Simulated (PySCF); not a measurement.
HS, SMILES [SH], multiplicity 2. Atoms are numbered in the order given.

```xyz
2

S      0.0000     0.0000    -0.0793
H      0.0000     0.0000     1.2680
```
Charge 0, spin multiplicity 2.

Geometry optimised at B3LYP-D3(BJ)/def2-TZVPD.

All values below come from PySCF with ωB97X/def2-TZVPD.

Gas-phase values at a fixed geometry.

```json
{
  "total_energy": "-398.74965 hartree",
  "point_group": "C∞v",
  "α spin, highest occupied and lowest empty level": "-10.35 and 1.88 eV",
  "β spin, highest occupied and lowest empty level": "-9.92 and -2.44 eV",
  "dipole_moment": "0.82 D",
  "⟨S²⟩": "0.755 (pure state 0.75)"
}
```
